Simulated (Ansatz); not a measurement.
## Strength of the Si–H bond: SiH2Cl2 → SiHCl2 + H

Species: SiH2Cl2 (dichlorosilane (DCS)) `Cl[SiH2]Cl`, singlet; SiHCl2 `Cl[SiH]Cl`, doublet; H atom, doublet. 

Shapes, held fixed at every level: PBE0-D4/def2-TZVP. Programs: Ansatz 0.2.0. The zero-point and thermal change to 298 K, harmonic and unscaled (PBE0-D4/def2-TZVP), is -18.8 kJ/mol.

| level | kind | ΔH(298 K) (kJ/mol) | less CCSD(T)/CBS estimate |
| --- | --- | --- | --- |
| HF/def2-TZVPP | Hartree–Fock | +304.0 | -85.4 |
| SPW92/def2-TZVPP | LDA | +391.7 | +2.3 |
| B3LYP-D4/def2-TZVPP | global hybrid | +373.9 | -15.5 |
| PBE0-D4/def2-TZVPP | global hybrid | +362.3 | -27.1 |
| B2PLYP/def2-TZVPP | double hybrid | +375.8 | -13.6 |
| CCSD(T)/def2-TZVPP | coupled cluster or CI | +382.0 | -7.4 |
| CCSD(T)/CBS estimate | coupled cluster or CI | +389.4 | 0.0 |

The highest level, CCSD(T)/CBS estimate, gives ΔH(298 K) = +389.4 kJ/mol; the levels span +304.0 to +391.7. The column of differences is taken from that level and isn't an error. Hartree–Fock misses the correlation of the pair that is broken and comes out low. No measured value is set beside it here. Open shells run unrestricted unless RO is named. The CBS estimate extrapolates MP2 from def2-TZVPP and def2-QZVPP and adds CCSD(T) − MP2 in the triple-zeta set, cores frozen.
